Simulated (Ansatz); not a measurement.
Ansatz (a program for electronic structure) input (B3LYP-D3(BJ)/def2-TZVP):

Ansatz 0.2 input:
```yaml
crystal:
  periodic: [false, false, false]
  atoms:
    - {symbol: C, position_ang: [0.91332724, 2.04436866, -0.00848920]}
    - {symbol: C, position_ang: [0.83183647, 0.52915134, -0.00683671]}
    - {symbol: C, position_ang: [-0.58616569, -0.12691087, 0.00569189]}
    - {symbol: C, position_ang: [-0.56199327, -1.65522208, 0.00496916]}
    - {symbol: H, position_ang: [-1.57092010, -2.08141041, 0.01527362]}
    - {symbol: H, position_ang: [0.31324433, 2.40355330, 0.88413107]}
    - {symbol: H, position_ang: [0.30183648, 2.40210345, -0.89405472]}
    - {symbol: H, position_ang: [-0.02839202, -2.02501549, 0.88138328]}
    - {symbol: H, position_ang: [-0.04695847, -2.02468902, -0.88271285]}
    - {symbol: H, position_ang: [1.35256880, 0.13263627, -0.89633801]}
    - {symbol: H, position_ang: [1.36758805, 0.13361150, 0.87423438]}
    - {symbol: H, position_ang: [-1.14044827, 0.22414599, -0.87185962]}
    - {symbol: H, position_ang: [-1.12442641, 0.22361944, 0.89358416]}
basis:
  gaussian:
    orbitals: def2-TZVP
hamiltonian:
  xc: b3lyp
  dispersion: d3bj
total_charge: -1
relax: {f_tol: 0.002, max_steps: 150}
```

Output:

```
Functional definition: B3LYP
integrals: 0.08 GiB planned
1116 factors; their error is unknown
mean field: 0.80 GiB planned
mean field evaluation 1: about -4286.1267 eV, gradient 5.8e1 eV
mean field evaluation 2: about -4246.9497 eV, gradient 1.0e2 eV
mean field evaluation 4: about -4294.5986 eV, gradient 9.5e0 eV
mean field evaluation 8: about -4294.9338 eV, gradient 3.0e-1 eV
mean field evaluation 16: about -4294.9033 eV, gradient 4.1e-4 eV
mean field -4294.90334896 eV, -157.8347868843 hartree, gradient 2.5e-5 eV, S^2 0.000000; 0 other end points of the search recorded, 0 dependent functions left out
the calculation of the forces begins
reference -4294.90361494 eV, -157.8347966589 hartree; 17, 17 occupied and 161, 161 virtual orbitals, 1116 factors
relax step   1: F+E_penalty+E_count = -4295.27920762 eV  Δ(F+E_penalty+E_count) = +0.000e0 eV  max|allowed force component| = 7.555e-1 eV/Å  Δτ_max = 0.0000 Å  (30 SCF iters, accepted)
these checks for a lower state are left out or cut short: starts, cluster_reference, orbital_swaps, neighbouring_geometries, increment
integrals: 0.08 GiB planned
1116 factors; their error is unknown
mean field: 0.80 GiB planned
mean field -4294.93388589 eV, -157.8359090959 hartree, gradient 1.3e-5 eV, S^2 0.000000; 0 other end points of the search recorded, 0 dependent functions left out
the calculation of the forces begins
reference -4294.93415327 eV, -157.8359189217 hartree; 17, 17 occupied and 161, 161 virtual orbitals, 1116 factors
relax step   2: F+E_penalty+E_count = -4295.30740262 eV  Δ(F+E_penalty+E_count) = -2.819e-2 eV  max|allowed force component| = 4.750e-1 eV/Å  Δτ_max = 0.0574 Å  (31 SCF iters, accepted)
these checks for a lower state are left out or cut short: starts, cluster_reference, orbital_swaps, neighbouring_geometries, increment
integrals: 0.08 GiB planned
1116 factors; their error is unknown
mean field: 0.80 GiB planned
mean field evaluation 32: about -4294.9407 eV, gradient 1.1e-5 eV
mean field -4294.94070870 eV, -157.8361598293 hartree, gradient 1.1e-5 eV, S^2 0.000000; 0 other end points of the search recorded, 0 dependent functions left out
the calculation of the forces begins
reference -4294.94097683 eV, -157.8361696828 hartree; 17, 17 occupied and 161, 161 virtual orbitals, 1116 factors
relax step   3: F+E_penalty+E_count = -4295.31439277 eV  Δ(F+E_penalty+E_count) = -6.990e-3 eV  max|allowed force component| = 1.048e-1 eV/Å  Δτ_max = 0.0156 Å  (31 SCF iters, accepted)
these checks for a lower state are left out or cut short: starts, cluster_reference, orbital_swaps, neighbouring_geometries, increment
integrals: 0.08 GiB planned
1116 factors; their error is unknown
mean field: 0.80 GiB planned
mean field -4294.94155709 eV, -157.8361910069 hartree, gradient 1.1e-5 eV, S^2 0.000000; 0 other end points of the search recorded, 0 dependent functions left out
the calculation of the forces begins
reference -4294.94182566 eV, -157.8362008767 hartree; 17, 17 occupied and 161, 161 virtual orbitals, 1116 factors
relax step   4: F+E_penalty+E_count = -4295.31529600 eV  Δ(F+E_penalty+E_count) = -9.032e-4 eV  max|allowed force component| = 3.897e-2 eV/Å  Δτ_max = 0.0150 Å  (31 SCF iters, accepted)
these checks for a lower state are left out or cut short: starts, cluster_reference, orbital_swaps, neighbouring_geometries, increment
integrals: 0.08 GiB planned
1116 factors; their error is unknown
mean field: 0.80 GiB planned
mean field -4294.94174532 eV, -157.8361979243 hartree, gradient 1.1e-5 eV, S^2 0.000000; 0 other end points of the search recorded, 0 dependent functions left out
the calculation of the forces begins
reference -4294.94201399 eV, -157.8362077978 hartree; 17, 17 occupied and 161, 161 virtual orbitals, 1116 factors
relax step   5: F+E_penalty+E_count = -4295.31536961 eV  Δ(F+E_penalty+E_count) = -7.361e-5 eV  max|allowed force component| = 5.633e-3 eV/Å  Δτ_max = 0.0025 Å  (33 SCF iters, accepted)
these checks for a lower state are left out or cut short: starts, cluster_reference, orbital_swaps, neighbouring_geometries, increment
integrals: 0.08 GiB planned
1116 factors; their error is unknown
mean field: 0.80 GiB planned
mean field -4294.94176907 eV, -157.8361987971 hartree, gradient 1.1e-5 eV, S^2 0.000000; 0 other end points of the search recorded, 0 dependent functions left out
the calculation of the forces begins
reference -4294.94203774 eV, -157.8362086706 hartree; 17, 17 occupied and 161, 161 virtual orbitals, 1116 factors
relax step   6: F+E_penalty+E_count = -4295.31537176 eV  Δ(F+E_penalty+E_count) = -2.153e-6 eV  max|allowed force component| = 9.398e-4 eV/Å  Δτ_max = 0.0003 Å  (33 SCF iters, accepted)
integrals: 0.08 GiB planned
1116 factors; their error is unknown
mean field: 0.80 GiB planned
mean field evaluation 64: about -4292.3080 eV, gradient 3.0e1 eV
mean field -4294.94176907 eV, -157.8361987971 hartree, gradient 1.1e-5 eV, S^2 0.000000; 1 other end points of the search recorded, 0 dependent functions left out
the calculation of the forces begins
reference -4294.94203774 eV, -157.8362086706 hartree; 17, 17 occupied and 161, 161 virtual orbitals, 1116 factors
Total energy: -4295.31564044 eV, -157.8499383165 hartree
Atom 0 at     0.896004     2.053915    -0.008661 Å, force    -0.000269    -0.000276     0.000090 eV/Å
Atom 1 at     0.797538     0.541486    -0.007144 Å, force     0.000940    -0.000414    -0.000071 eV/Å
Atom 2 at    -0.602763    -0.137382     0.005384 Å, force    -0.000625     0.000890     0.000005 eV/Å
Atom 3 at    -0.559037    -1.671201     0.005300 Å, force     0.000285    -0.000293    -0.000032 eV/Å
Atom 4 at    -1.554114    -2.131480     0.014328 Å, force    -0.000052     0.000233     0.000011 eV/Å
Atom 5 at     0.378629     2.456211     0.883980 Å, force    -0.000036     0.000101     0.000051 eV/Å
Atom 6 at     0.363059     2.455401    -0.892462 Å, force     0.000000     0.000194    -0.000035 eV/Å
Atom 7 at    -0.014556    -2.041161     0.881002 Å, force    -0.000070    -0.000065     0.000174 eV/Å
Atom 8 at    -0.030385    -2.041499    -0.879904 Å, force    -0.000014    -0.000094    -0.000129 eV/Å
Atom 9 at     1.323141     0.125773    -0.887463 Å, force    -0.000338     0.000071     0.000357 eV/Å
Atom 10 at     1.338462     0.126481     0.864185 Å, force    -0.000303     0.000197    -0.000409 eV/Å
Atom 11 at    -1.165175     0.221526    -0.865001 Å, force     0.000235    -0.000304     0.000356 eV/Å
Atom 12 at    -1.149706     0.221873     0.885433 Å, force     0.000247    -0.000240    -0.000369 eV/Å
Dipole moment:    -0.792572    -1.463463     0.007484 e Å
```

It need not be the lowest isomer of its formula. Whether it binds its extra electron was not tested at this geometry.
